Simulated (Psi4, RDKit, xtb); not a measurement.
Torsional profile of C₂H₄O₂, SMILES COC=O. Scanned: dihedral C1–O2–C3–O4; all other coordinates were relaxed at B3LYP-D3(BJ)/def2-SVP. Points at φ and −φ are mirror images. Heavy atoms are numbered in the order of the SMILES COC=O, hydrogens after them in the order of the atoms that carry them; the mirror image has the same energies with the sign of each dihedral reversed.

Computed with: MMFF94 // B3LYP-D3(BJ)/def2-SVP (RDKit); UFF // B3LYP-D3(BJ)/def2-SVP (RDKit); GFN1-xTB // B3LYP-D3(BJ)/def2-SVP (xtb); MP2/cc-pVTZ = Psi4 1.11 with DF-MP2 (frozen core)/cc-pVTZ // B3LYP-D3(BJ)/def2-SVP.

Energies relative to the lowest point of each profile, in kcal/mol; the last columns give the difference from MP2:

| φ / ° | MMFF94 | UFF | GFN1-xTB | MP2/cc-pVTZ | MMFF94 − MP2/cc-pVTZ | UFF − MP2/cc-pVTZ | GFN1-xTB − MP2/cc-pVTZ |
|---|---|---|---|---|---|---|---|
| -150 | 7.5 | 0.0 | 8.7 | 7.1 | 0.4 | -7.1 | 1.6 |
| -120 | 11.5 | 3.0 | 13.1 | 11.5 | 0.0 | -8.5 | 1.7 |
| -90 | 14.8 | 4.3 | 15.0 | 14.1 | 0.8 | -9.7 | 0.9 |
| -60 | 11.2 | 3.2 | 9.9 | 10.4 | 0.8 | -7.1 | -0.5 |
| -30 | 3.6 | 0.8 | 3.2 | 3.5 | 0.1 | -2.8 | -0.4 |
| 0 | 0.0 | 0.1 | 0.0 | 0.0 | 0.0 | 0.1 | 0.0 |
| 30 | 3.6 | 0.8 | 3.2 | 3.5 | 0.1 | -2.8 | -0.4 |
| 60 | 11.2 | 3.2 | 9.9 | 10.4 | 0.8 | -7.1 | -0.5 |
| 90 | 14.8 | 4.3 | 15.0 | 14.1 | 0.8 | -9.7 | 0.9 |
| 120 | 11.5 | 3.0 | 13.1 | 11.5 | 0.0 | -8.5 | 1.7 |
| 150 | 7.5 | 0.0 | 8.7 | 7.1 | 0.4 | -7.1 | 1.6 |
| 180 | 6.0 | 0.4 | 6.8 | 5.4 | 0.6 | -5.0 | 1.5 |

MMFF94 is furthest from MP2/cc-pVTZ at -60 (0.8 kcal/mol, above); its mean absolute difference over the points is 0.4 kcal/mol.

UFF is furthest from MP2/cc-pVTZ at -90 (-9.7 kcal/mol, below); its mean absolute difference over the points is 6.3 kcal/mol.

GFN1-xTB is furthest from MP2/cc-pVTZ at -120 (1.7 kcal/mol, above); its mean absolute difference over the points is 1.0 kcal/mol.
